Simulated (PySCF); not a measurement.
OSi, SMILES [Si]=O (connectivity only; charge and spin as stated), neutral, multiplicity 1. Atoms are numbered in the order given.

```xyz
2

Si     0.0000     0.0000    -0.5503
O      0.0000     0.0000     0.9630
```
Charge 0, spin multiplicity 1.

Geometry: B3LYP-D3(BJ)/def2-TZVPD.

Method: HF/pcSseg-2 run with PySCF.

GIAO shieldings, no solvent; atoms alike by connectivity are averaged. δ = σ(ref) − σ: ²⁹Si against TMS (σ = 383.2 ppm); ¹⁷O against H2O (σ = 326.0 ppm), references at their B3LYP-D3(BJ)/def2-TZVP geometries, non-relativistic.

```tsv
nucleus	atoms	count	δ (ppm)
²⁹Si	Si1	1	124.4
¹⁷O	O2	1	519.6
```
